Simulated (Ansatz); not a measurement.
# CH9NSi: the cost of one run

Program: Ansatz 0.2.0, Gaussian basis. Level of theory: PBE0-D4, def2-SVP first, then def2-TZVP. These are calculated values, not measurements.

153 further runs of the same task are left out: 1 that didn't finish, 152 set aside as unsound or not needed.

## Step 1: Where the work starts

The guess: 12 atoms, charge 0, spin multiplicity 1.

Atoms are counted from 1 here; the program's logs count them from 0.

Bond lengths: Si1–N2 1.857 Å, Si1–H3 1.491 Å, Si1–H4 1.447 Å, Si1–C5 1.889 Å, N2–H6 1.222 Å, N2–H8 1.012 Å, N2–H9 1.013 Å, C5–H10 1.082 Å, C5–H11 1.086 Å, C5–H12 1.085 Å. Angles: N2–Si1–H3 98.2°, N2–Si1–H4 114.0°, N2–Si1–C5 110.7°, H3–Si1–H4 102.4°, H3–Si1–C5 102.9°, H4–Si1–C5 124.0°, Si1–N2–H6 82.8°, Si1–N2–H8 114.9°, Si1–N2–H9 116.1°, H6–N2–H8 116.0°, H6–N2–H9 117.7°, H8–N2–H9 107.9°, Si1–C5–H10 112.1°, Si1–C5–H11 111.6°, Si1–C5–H12 109.7°, H10–C5–H11 107.8°, H10–C5–H12 107.9°, H11–C5–H12 107.6°.

Coordinates:

```mol
CH9NSi
  3D, bonds by distance, orders not assigned

 12 10  0  0  0  0  0  0  0  0999 V2000
   -0.7238   -0.1602   -0.0225 Si  0  0
    0.4720   -0.8400    1.2250 N   0  0
   -1.1753   -1.4545   -0.6101 H   0  0
   -1.9436    0.3617    0.5548 H   0  0
    0.1992    0.6541   -1.4550 C   0  0
    0.5584    0.3341    1.5530 H   0  0
    0.0960    1.4058    1.2703 H   0  0
    0.0638   -1.4637    1.9096 H   0  0
    1.3004   -1.2872    0.8506 H   0  0
    0.3936    1.7026   -1.2703 H   0  0
    1.1515    0.1673   -1.6443 H   0  0
   -0.3922    0.5801   -2.3611 H   0  0
  1  2  8  0
  1  3  8  0
  1  4  8  0
  1  5  8  0
  2  6  8  0
  2  8  8  0
  2  9  8  0
  5 10  8  0
  5 11  8  0
  5 12  8  0
M  END
```

Distances that are to change: Si1–H7 2.19 Å, N2–H6 1.22 Å, Si1–N2 1.86 Å, H6–H7 1.20 Å.

## Step 2: Relaxing the guess with the reacting distances held

Input file hold/in.yaml:

```yaml
crystal:
  periodic: [false, false, false]
  atoms:
    - {symbol: Si, position_ang: [-0.723800, -0.160200, -0.022500]}
    - {symbol: N, position_ang: [0.472000, -0.840000, 1.225000]}
    - {symbol: H, position_ang: [-1.175300, -1.454500, -0.610100]}
    - {symbol: H, position_ang: [-1.943600, 0.361700, 0.554800]}
    - {symbol: C, position_ang: [0.199200, 0.654100, -1.455000]}
    - {symbol: H, position_ang: [0.558400, 0.334100, 1.553000]}
    - {symbol: H, position_ang: [0.096000, 1.405800, 1.270300]}
    - {symbol: H, position_ang: [0.063800, -1.463700, 1.909600]}
    - {symbol: H, position_ang: [1.300400, -1.287200, 0.850600]}
    - {symbol: H, position_ang: [0.393600, 1.702600, -1.270300]}
    - {symbol: H, position_ang: [1.151500, 0.167300, -1.644300]}
    - {symbol: H, position_ang: [-0.392200, 0.580100, -2.361100]}
basis:
  gaussian: {orbitals: def2-SVP}
hamiltonian: {xc: pbe0, dispersion: d4}
relax: {f_tol: 0.04, max_steps: 150, escape_saddle: false, constraints: [{distance: [0, 6]}, {distance: [1, 5]}, {distance: [0, 1]}, {distance: [5, 6]}]}
```

Started as:

```bash
ansatz run in.yaml --threads 4 --pin off --events-out ev --progress --plain --max-ram 9574MiB
```

**Question.** How long does this run take on 4 threads of Arm Neoverse V2, shared host?

About 5.5 s.
